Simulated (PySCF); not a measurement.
Method: B3LYP-D3(BJ)/def2-TZVP run with PySCF 2.14.0. Isolated molecules, 0 K electronic values unless said otherwise. B3LYP has the VWN-RPA correlation part, as in Gaussian. Delta-SCF ions had no search for a lower state. 

Reference species (SMILES): `C#N` (neutral, multiplicity 1).

```json
{
 "HOMO–LUMO gap": "10.15 eV",
 "vertical ionisation energy (Delta-SCF)": "13.73 eV"
}
```

Changed species: `CC#N` (X = methyl; the reference has X = H).

**Question.** Predict the effect on the HOMO–LUMO gap and vertical ionisation energy (Delta-SCF).

**Answer.** the HOMO–LUMO gap drops by 0.44 eV, to 9.71 eV; the vertical ionisation energy (Delta-SCF) drops by 1.48 eV, to 12.25 eV.
